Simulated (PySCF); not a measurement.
Molecule: SMILES C=NC1=CC1=C, C$_{5}$H$_{5}$N.

Bonds (- single, = double, # triple, : aromatic): C1=N2 1.265 Å, N2-C3 1.345 Å, C3=C4 1.332 Å, C4-C5 1.434 Å, C5=C6 1.333 Å, C5-C3 1.444 Å. C1 carries H7, H8; C4 carries H9; C6 carries H10, H11. H8, H11 are cis to C3; H7, H10 are trans to C3.

Geometry PBE0-D3(BJ)/def2-SVP throughout; GIAO in PySCF 2.14, gas phase, one conformer, non-relativistic; equivalent atoms averaged; basis pcSseg-2.

(1) How do the shifts δ (against TMS, NH3 at the same level) depend on the functional? (a selection of nuclei; ppm; last column core-seconds on shared hosts with different chips, so compare them loosely; the GGAs took longer than the global hybrids here, which isn't the general rule, and the cause wasn't traced)

(2) Which nucleus among those listed moves most, in ppm?

## Answers

(1) 
```
functional                    kind     C1     C3     C5     C4    C6     N2    H7    H8    H9  core-s
        HF            Hartree–Fock  159.6  153.0  133.9  106.0  53.0  382.5  7.46  7.31  6.92      12
       LDA                     LDA  161.6  161.5  141.2  113.2  59.0  413.7  7.32  7.74  7.04      39
       PBE                     GGA  154.4  155.8  136.0  108.6  56.4  394.9  7.25  7.65  7.01      46
      BLYP                     GGA  152.6  156.4  137.1  107.4  55.2  397.8  7.18  7.61  6.99      46
      BP86                     GGA  154.0  155.3  135.8  108.3  56.3  391.9  7.24  7.63  7.00      46
      OPBE                     GGA  150.9  150.1  130.5  106.3  55.4  375.6  7.33  7.66  7.05      48
       KT2                     GGA  145.8  147.4  128.3  102.6  52.0  371.5  7.06  7.47  6.96      46
       KT3                     GGA  144.2  145.7  126.9  101.4  51.6  366.2  7.10  7.48  6.98      46
     B97-D                     GGA  149.8  150.9  131.8  104.6  54.0  379.5  7.21  7.59  6.99      46
     B3LYP           global hybrid  156.7  156.8  136.9  108.6  56.4  399.0  7.28  7.55  6.97      30
      PBE0           global hybrid  158.7  156.0  135.6  109.7  57.4  395.1  7.37  7.57  7.00      32
  mPW1PW91           global hybrid  158.7  156.1  135.9  109.9  57.6  394.8  7.36  7.55  7.00      31
      WP04           global hybrid  157.6  154.7  136.2  110.1  59.3  384.5  7.16  7.31  6.89      29
     B97-2           global hybrid  155.1  152.8  132.9  107.2  56.1  384.4  7.32  7.53  6.98      30
 BHandHLYP           global hybrid  159.8  156.4  136.5  109.0  56.3  396.7  7.37  7.44  6.96      27
 CAM-B3LYP  range-separated hybrid  161.2  158.8  138.6  110.4  57.8  401.7  7.36  7.51  6.93      39
   wB97X-D  range-separated hybrid  160.6  157.0  136.7  110.1  58.2  394.3  7.39  7.51  6.93      35
   LC-wPBE  range-separated hybrid  166.6  160.1  139.6  113.9  61.2  393.0  7.45  7.49  6.91      46
```

(2) N2 (imine nitrogen): from 366.2 ppm with KT3 to 413.7 ppm with LDA. The smallest spread is 0.16 ppm, at H9. Proton shifts span only some 12 ppm, so a few tenths of a ppm matter as much there as several ppm in carbon.
